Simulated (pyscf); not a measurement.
Thermochemistry of product channels of `[AlH]` [singlet] + `[CH2]=[CH2]` on the singlet surface, in kJ/mol, from ωB97M-D3(BJ)/def2-TZVP energies (ideal gas, 1 atm, RRHO with modes under 100 cm⁻¹ raised to 100, one conformer, R ln 2 for chiral ones without a mode under 150 cm⁻¹). Optimised with ωB97X-D3(BJ)/def2-SVP in PySCF.

| products | ΔE | ΔH(298 K) | ΔG(298 K) | ΔG(1200 K) |
|---|---|---|---|---|
| `[CH2]=[CH][Al]` [singlet] + `[H][H]` | +4.7 | -3.8 | -2.8 | -9.3 |
| `[CH2]=[CH][AlH2]` | -114.5 | -117.4 | -81.8 | +18.1 |
| `[CH2]1[CH2][AlH]1` | … | -34.6 | +6.4 | +123.4 |
| `[AlH3]` + `[C]=[CH2]` [singlet] | +261.4 | +231.2 | +224.2 | … |
| `[AlH3]` + `[CH]#[CH]` | … | +66.1 | +66.2 | +57.1 |

Question: Complete the blanks.

Answer: 
- `[CH2]1[CH2][AlH]1`, ΔE: -37.4
- `[AlH3]` + `[C]=[CH2]` [singlet], ΔG(1200 K): +193.8
- `[AlH3]` + `[CH]#[CH]`, ΔE: +88.1

The channel to H₂C=CH–AlH₂ turns unfavourable between 298 and 1200 K (ΔG from -81.8 kJ/mol to +18.1 kJ/mol).

These are energies of the channels, which say nothing of barriers.
